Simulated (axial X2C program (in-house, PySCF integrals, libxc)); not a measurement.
## MgB⁻ at several levels of theory

Calculated with an in-house relativistic program for diatomic molecules. Spin-free means the one-electron spin-free X2C Hamiltonian; two-component (2c) means X2C with spin–orbit coupling and atomic mean-field two-electron Coulomb and Gaunt terms, so the difference of the two also holds small scalar two-electron terms. Basis: Mg dyall-av3z [10s9p6d4f], B dyall-av3z [8s7p3d2f] (cores contracted in-house); Gaussian nuclei, density fitting, unrestricted open shells. Masses: Mg 23.985 u, B 11.009 u.

State, spin-free: M_S = 1, Λ = 0 (beyond evenly filled blocks: π+α, π-α); electrons by block: σα: 6, σβ: 6, π+α: 2, π+β: 1, π-α: 2, π-β: 1. Fragments: Mg + B-.

State, 2c: Ω = 1 (⟨Sz⟩ = 1.00, ⟨Lz⟩ = 0.00 at PBE0); electrons by block: 1/2: 7, -1/2: 8, 3/2: 2, -3/2: 1. Fragments: Mg + B-.

```
Hamiltonian    level  Re (Å)  ωe (cm⁻¹)  αe (cm⁻¹)  De (eV)  D0 (eV)  μ (D)
         2c     PBE0   2.247      427.8    0.00663     1.34     1.31  -2.45
         2c       HF   2.217      453.8    0.00894    0.957    0.929  -2.67
         2c     CCSD   2.306      354.9    0.00883     1.04     1.02    n/a
         2c  CCSD(T)   2.305      380.7    0.00662     1.19     1.17    n/a
         2c     TPSS   2.260      424.3    0.00616     1.42     1.40  -2.16
```

Spin-free values that have a 2c row agree with it to the digits that matter (0.001 Å, 0.01 eV) and are not repeated.

Correlated methods: 6 electrons correlated (number of frozen shells: Mg 2 s, 1 p; B 1 s), 284 virtual spin orbitals or spinors in MP2, 90 natural virtuals in coupled cluster.

Dipoles are positive if B is the positive end and refer to the centre of mass.

The state is one determinant whose occupation by symmetry is held fixed; it was picked as the lowest of a PBE0 search that is not exhaustive. De is counted from the lowest determinant-based energies of the atoms at the same level, without counterpoise correction. Density functionals use the spin component along the axis (collinear). Coupled cluster ran in a truncated set of natural virtual spinors; the MP2 energy of the rest was added. (T) has no such correction and the atoms are truncated less, which lowers De at CCSD(T) by a hundredth of an eV or more. In 2c an atomic determinant is not the ground J level, so De misses part of the atomic spin–orbit lowering. This holds for PBE0, CCSD, CCSD(T), TPSS. PBE0 can misorder states that lie within some tenths of an eV, so this need not be the ground state of the molecule. The nearest other 2c determinant of the search, Ω = 2, lies 0.35 eV up at the distance of the search. Without a current term, density functionals place determinants with orbital angular momentum somewhat too high. With several unpaired electrons one determinant need not be a pure state. Open-shell Ω = 0 determinants with evenly filled partner blocks cannot be reached by this program, so the Ω shown need not be the lowest component. This is the Ω = 1 component of a π² triplet; the 0⁺ component is not one determinant and can lie lowest. The highest occupied level of some functionals is positive through self-interaction error; at Hartree–Fock it is bound. The determinant is spin-polarised beyond a pure state at some levels (its spin-free form has ⟨S²⟩ too high), which makes Re and μ there less reliable. The T1 diagnostic is large, a sign of multireference character. The stretched end of a curve changes character and is left out. Hartree–Fock gets electron affinities wrong, so its lowest charge split need not be the true one.

No reliable constants came from MP2 (2c), MP2 (spin-free): no minimum in range, unconverged points, a curve that is not smooth, a change of character along it, or the two Hamiltonians disagreeing along it.

Rough cost a point (2c) on 1 thread(s) of a shared host, integrals apart: PBE0 0.6 s, HF 0.4 s, CCSD(T) 2.1 s, TPSS 0.9 s.

The whole task took 85 s on 1 thread of Arm Neoverse V2, with other jobs on the host.
